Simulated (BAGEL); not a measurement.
# SCl2O2 (sulfuryl chloride) at 6 levels

Aim: a comparison of 6 runs (HF/3-21G, HF/cc-pVDZ, HF/def2-SVP, B3LYP/6-31G*, RI-MP2/cc-pVDZ) of SCl2O2 (sulfuryl chloride). 

The calculation is run with BAGEL 1.2.2.

## Step 1: The structure to begin with

The species is SCl2O2 (5 atoms), meant as a singlet with charge 0. SMILES: `O=S(=O)(Cl)Cl`. Geometry: relaxed at PBE0-D4/def2-TZVP.

Bond lengths: O1–S2 1.415 Å, S2–O3 1.416 Å, S2–Cl4 2.013 Å, S2–Cl5 2.013 Å. Angles: O1–S2–O3 123.0°, O1–S2–Cl4 107.8°, O1–S2–Cl5 107.8°, O3–S2–Cl4 107.8°, O3–S2–Cl5 107.8°, Cl4–S2–Cl5 100.5°.

## Step 2: The energy at HF/3-21G (run 1)

input.json reads:

```json
{ "bagel" : [

{
  "title" : "molecule",
  "basis" : "3-21g",
  "df_basis" : "qzvpp-jkfit",
  "angstrom" : false,
  "geometry" : [
    { "atom" : "O", "xyz" : [     1.63669180,     0.56748476,    -2.35573259 ] },
    { "atom" : "S", "xyz" : [    -0.12944624,     0.23961727,    -0.37378783 ] },
    { "atom" : "O", "xyz" : [    -2.61103459,     1.23531397,    -0.45542400 ] },
    { "atom" : "Cl", "xyz" : [    -0.39608660,    -3.48692265,     0.33996173 ] },
    { "atom" : "Cl", "xyz" : [     1.49987563,     1.44450665,     2.84517165 ] }
  ]
},

{ "title" : "hf", "df" : false },

{ "title" : "print", "file" : "orbitals.molden", "orbitals" : true }

]}
```

Run with:

```console
$ BAGEL_NUM_THREADS=1 BAGEL input.json > input.out
```

What it wrote:

```text
* using 1 threads per process

  ===============================================================
  ===============================================================

  *** Geometry ***

  { "atom" : "O", "xyz" : [      1.636692,      0.567485,     -2.355733 ] },
  { "atom" : "S", "xyz" : [     -0.129446,      0.239617,     -0.373788 ] },
  { "atom" : "O", "xyz" : [     -2.611035,      1.235314,     -0.455424 ] },
  { "atom" : "Cl", "xyz" : [     -0.396087,     -3.486923,      0.339962 ] },
  { "atom" : "Cl", "xyz" : [      1.499876,      1.444507,      2.845172 ] },

  Number of auxiliary basis functions:      538

  Since a DF basis is specified, we compute 2- and 3-index integrals:
    o Being stored without compression. Storage requirement is 0.014 GB

  Number of basis functions:       57
  Number of electrons      :       66

    * METHOD: MOLECULE                             0.22

  *** RHF ***

  === Nuclear Repulsion ===
   404.8661418879

      * DIIS with orbital gradients will be used.

  === RHF iteration (3-21g) ===
      0      -1454.08126345          0.04213126           0.11
      1      -1457.64000889          0.04411687           0.10
      2      -1458.61268725          0.01228759           0.10
[... 16 lines of this table left out ...]
     19      -1458.68256256          0.00000000           0.09
    * SCF iteration converged.

    * Permanent dipole moment:
           (   -0.182817,     0.338157,    -0.526861) a.u.

    * METHOD: HF                                   2.15

    * METHOD: PRINT                                0.01

  ===============================================================
```

Wall time 2.8 s (1 thread of AMD EPYC 7R43 (Zen 3), shared host); peak memory 0.27 GiB.

## Step 3: Energy and gradient at HF/cc-pVDZ (DC, density fitting with cc-pvtz-jkfit) (run 2)

hf.json reads:

```json
{ "bagel" : [

{
  "title" : "molecule",
  "basis" : "cc-pvdz.json",
  "df_basis" : "cc-pvtz-jkfit",
  "angstrom" : true,
  "finite_nucleus" : true,
  "geometry" : [
    { "atom" : "O", "xyz" : [    0.866100,    0.300300,   -1.246600 ] },
    { "atom" : "S", "xyz" : [   -0.068500,    0.126800,   -0.197800 ] },
    { "atom" : "O", "xyz" : [   -1.381700,    0.653700,   -0.241000 ] },
    { "atom" : "Cl", "xyz" : [   -0.209600,   -1.845200,    0.179900 ] },
    { "atom" : "Cl", "xyz" : [    0.793700,    0.764400,    1.505600 ] }
  ]
},
{ "title" : "hf" },
{
  "title" : "force",
  "method" : [
    { "title" : "dhf", "gaunt" : false, "breit" : false, "thresh" : 1.0e-11 }
  ]
}

]}
```

The basis set cc-pVDZ is read from a file made from the Basis Set Exchange's data (not shown).

Run with:

```console
$ BAGEL_NUM_THREADS=1 BAGEL hf.json > hf.out
```

What it wrote:

```text
* using 1 threads per process

  ===============================================================
  ===============================================================

  *** Geometry ***

[... 31 lines left out ...]
    * Permanent dipole moment:
[... 25 lines left out ...]
imaginary part of energy is nonzero!! Perhaps Fock is not Hermite for some reasons -2.098457177e-12
[... 11 lines left out ...]
imaginary part of energy is nonzero!! Perhaps Fock is not Hermite for some reasons 2.246631714e-12
[... 7 lines left out ...]
    * Permanent dipole moment: Dirac Hartree-Fock
[... 26 lines left out ...]
    * METHOD: FORCE                              171.17

  ===============================================================
```

Wall time 2.9 min (1 thread of AMD EPYC 7R43 (Zen 3), shared host); peak memory 2.9 GiB.

Run 3 isn't shown in full; the table further down has it.

## Step 4: Energy and gradient at B3LYP/6-31G(d) (density fitting with qzvpp-jkfit, spherical functions) (run 4)

dft.json reads:

```json
{ "bagel" : [

{
  "title" : "molecule",
  "basis" : "6-31gs.json",
  "df_basis" : "qzvpp-jkfit",
  "angstrom" : "true",
  "geometry" : [
    { "atom" : "O", "xyz" : [    0.866100,    0.300300,   -1.246600 ] },
    { "atom" : "S", "xyz" : [   -0.068500,    0.126800,   -0.197800 ] },
    { "atom" : "O", "xyz" : [   -1.381700,    0.653700,   -0.241000 ] },
    { "atom" : "Cl", "xyz" : [   -0.209600,   -1.845200,    0.179900 ] },
    { "atom" : "Cl", "xyz" : [    0.793700,    0.764400,    1.505600 ] }
  ]
},
{
  "title" : "force",
  "method" : [
    { "title" : "ks", "xc_func" : "b3lyp" }
  ]
}

]}
```

The basis set 6-31G* is read from a file made from the Basis Set Exchange's data (not shown).

Run with:

```console
$ BAGEL_NUM_THREADS=1 BAGEL dft.json > dft.out
```

What it wrote:

```text
* using 1 threads per process

  ===============================================================
  ===============================================================

  *** Geometry ***

[... 20 lines left out ...]
    * Removing 10027 points whose weight is below 1.00e-10
[... 13 lines left out ...]
    * SCF iteration converged.
[... 1 line left out ...]
    * Permanent dipole moment:
[... 26 lines left out ...]
    * METHOD: FORCE                               13.06

  ===============================================================
```

Wall time 14 s (1 thread of AMD EPYC 7R43 (Zen 3), shared host); peak memory 0.74 GiB.

Run 5 isn't shown in full; the table further down has it.

## Step 5: Energy and forces at RI-MP2/cc-pVDZ (density fitting with qzvpp-jkfit, cc-pv5z-ri for correlation) (run 6)

mp2.json reads:

```json
{ "bagel": [

{
  "title": "molecule",
  "basis": "cc-pvdz.json",
  "df_basis": "qzvpp-jkfit",
  "angstrom": true,
  "geometry": [
    { "atom": "O", "xyz": [       0.866100,       0.300300,      -1.246600 ] },
    { "atom": "S", "xyz": [      -0.068500,       0.126800,      -0.197800 ] },
    { "atom": "O", "xyz": [      -1.381700,       0.653700,      -0.241000 ] },
    { "atom": "Cl", "xyz": [      -0.209600,      -1.845200,       0.179900 ] },
    { "atom": "Cl", "xyz": [       0.793700,       0.764400,       1.505600 ] }
  ]
},

{
  "title": "force",
  "method": [
    {
      "title": "mp2",
      "ncore": 17,
      "aux_basis": "cc-pv5z-ri"
    }
  ]
}

]}
```

The basis set cc-pVDZ is read from a file made from the Basis Set Exchange's data (not shown).

Run with:

```console
$ BAGEL_NUM_THREADS=1 BAGEL mp2.json > mp2.out
```

What it wrote:

```text
* using 1 threads per process

  ===============================================================
  ===============================================================

  *** Geometry ***

[... 31 lines left out ...]
    * SCF iteration converged.
[... 1 line left out ...]
    * Permanent dipole moment:
[... 13 lines left out ...]
      MP2 correlation energy:   -0.7907243904
[... 1 line left out ...]
    * Permanent dipole moment: MP2 unrelaxed
[... 10 lines left out ...]
    * Permanent dipole moment: MP2 relaxed
[... 2 lines left out ...]
  * Nuclear energy gradient

    o Atom   0
        x         -0.0428904243
        y         -0.0056204893
        z          0.0435316651
    o Atom   1
        x         -0.0060485622
        y          0.0115144552
        z         -0.0181262861
    o Atom   2
        x          0.0572724377
        y         -0.0213124161
        z         -0.0013804862
    o Atom   3
        x          0.0011438101
        y          0.0215202661
        z         -0.0049979845
    o Atom   4
        x         -0.0094772613
        y         -0.0061018159
        z         -0.0190269083

    * METHOD: FORCE                                8.91

  ===============================================================
```

Wall time 9.6 s (1 thread of AMD EPYC 7R43 (Zen 3), shared host); peak memory 0.39 GiB.

## Step 6: Overview of the runs

```csv
run,level,integral approximation,nucleus,energy (Eh),dipole moment (D),wall time
1,HF/3-21G,none,point,-1458.682563,1.66,2.8 s
2,"HF/cc-pVDZ (DC, density fitting with cc-pvtz-jkfit)",cc-pvtz-jkfit,finite,-1470.213829,2.10,2.9 min
3,HF/def2-SVP,none,point,-1465.583711,2.29,8.1 s
4,"B3LYP/6-31G* (density fitting with qzvpp-jkfit, spherical functions)",qzvpp-jkfit,point,-1468.923873,1.48,14 s
5,"B3LYP/6-31G* (density fitting with qzvpp-jkfit, Cartesian functions)",qzvpp-jkfit,point,-1468.936479,1.48,9.6 s
6,"RI-MP2/cc-pVDZ (density fitting with qzvpp-jkfit, cc-pv5z-ri for correlation)",qzvpp-jkfit,point,-1466.929542,1.28,9.6 s
```

## Step 7: Summary of results

```
                                                      quantity           value
                                           run 6: total energy  -1466.92954 Eh
run 6: dipole moment (of the density that the program reports)          1.28 D
           run 6: correlation energy (17 core orbitals frozen)      -790.7 mEh
                               run 6: largest force on an atom      3.156 eV/Å
```

In words: The dipole moment (its size) runs from 1.28 D (RI-MP2/cc-pVDZ) to 2.29 D (HF/def2-SVP). The two ends differ in method and basis. Over runs 1, 3, 5 the HOMO–LUMO gap runs from 6.21 eV (B3LYP/6-31G*) to 14.80 eV (HF/def2-SVP). Some runs of one species differ in core potentials or relativity; totals across that change don't compare. All runs together took 3.6 min, the longest 2.9 min.
